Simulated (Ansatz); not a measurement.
Complex (SMILES): O (H2O) with FCl (F-Cl), atoms 1 to 3 the first; geometry from NCB31 set, monomers rigid:
```xyz
5

O      2.2398     0.0000    -0.0882
H      2.6009     0.7620     0.3771
H      2.6011    -0.7617     0.3772
Cl    -0.3159    -0.0001    -0.0169
F     -1.9723     0.0001     0.0266
```

Interaction energy at HF with Ansatz (a program for electronic structure), kcal/mol, without and with the counterpoise correction (monomers among the partner's ghost functions). Cartesian d functions, on some or all atoms, in 6-31G*, 6-31G**, 6-311G**, 6-311+G**; all else is spherical. No added dispersion term, no relativity. Reference, counterpoise-corrected: the value in aug-pcseg-3, -3.07.

```json
[
 {"basis": "3-21G", "functions": "35", "uncorrected": "-7.70", "counterpoise": "-2.67", "counterpoise correction": "5.03", "mean of both": "-5.19"},
 {"basis": "6-31G*", "functions": "53", "uncorrected": "-5.15", "counterpoise": "-4.24", "counterpoise correction": "0.91", "mean of both": "-4.70"},
 {"basis": "pcseg-1", "functions": "56", "uncorrected": "-4.92", "counterpoise": "-4.24", "counterpoise correction": "0.68", "mean of both": "-4.58"},
 {"basis": "6-31G**", "functions": "59", "uncorrected": "-5.09", "counterpoise": "-4.06", "counterpoise correction": "1.03", "mean of both": "-4.58"},
 {"basis": "cc-pV(D+d)Z", "functions": "61", "uncorrected": "-5.78", "counterpoise": "-4.43", "counterpoise correction": "1.35", "mean of both": "-5.10"},
 {"basis": "6-311G**", "functions": "75", "uncorrected": "-5.59", "counterpoise": "-4.37", "counterpoise correction": "1.22", "mean of both": "-4.98"},
 {"basis": "6-311+G**", "functions": "87", "uncorrected": "-4.16", "counterpoise": "-3.53", "counterpoise correction": "0.63", "mean of both": "-3.84"},
 {"basis": "def2-SVPD", "functions": "89", "uncorrected": "-4.13", "counterpoise": "-3.50", "counterpoise correction": "0.64", "mean of both": "-3.82"},
 {"basis": "aug-cc-pV(D+d)Z", "functions": "96", "uncorrected": "-3.62", "counterpoise": "-3.28", "counterpoise correction": "0.34", "mean of both": "-3.45"},
 {"basis": "def2-TZVPP", "functions": "132", "uncorrected": "-3.57", "counterpoise": "-3.25", "counterpoise correction": "0.32", "mean of both": "-3.41"},
 {"basis": "def2-TZVPD", "functions": "144", "uncorrected": "-3.21", "counterpoise": "-3.07", "counterpoise correction": "0.14", "mean of both": "-3.14"},
 {"basis": "def2-QZVPP", "functions": "244", "uncorrected": "-3.18", "counterpoise": "-3.08", "counterpoise correction": "0.10", "mean of both": "-3.13"}
]
```

The corrected value lies nearer the reference in 12 of 12 rows.
